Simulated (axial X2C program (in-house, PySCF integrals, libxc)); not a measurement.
Potential curves of SF⁻, two-component

Calculated with an axial X2C code built on PySCF integrals. Two-component (2c) means X2C with spin–orbit coupling and atomic mean-field two-electron Coulomb and Gaunt terms. Basis: S dyall-av3z [9s8p3d2f], F dyall-av3z [7s6p3d2f] (cores contracted in-house); Gaussian nuclei, density fitting, unrestricted open shells. Masses: S 31.972 u, F 18.998 u.

State: Ω = 0 (closed shell). Energies in eV from the fragments at the same level (S + F-). Fits are polynomials in 1 − R0/R over 0.85 to 1.23 times the lowest point R0.

```csv
R (Å),MP2
1.4973,-1.4815
1.5661,-1.9238
1.6177,-2.1184
1.6694,-2.2246
1.7210,-2.2619
1.7812,-2.2395
1.8415,-2.1639
1.9189,-2.0121
2.0136,-1.7727
2.1513,-1.3729
```

Correlated methods: 14 electrons correlated (number of frozen shells: S 2 s, 1 p; F 1 s), 194 virtual spin orbitals or spinors in MP2.

The state is a single determinant with fixed occupations, the lowest that a limited PBE0 search found. The closed shell is kept restricted, so the energy runs too high when the bond is stretched far. De is counted from the lowest determinant-based energies of the atoms at the same level, without counterpoise correction. MP2 and coupled cluster on one determinant become unreliable at the stretched end.

What are Re, ωe and De at the MP2 level?

At MP2, 2c: Re = 1.730 Å, ωe ≈ 657 cm⁻¹, De = 2.26 eV to S + F-; Be follows as 0.473 cm⁻¹.
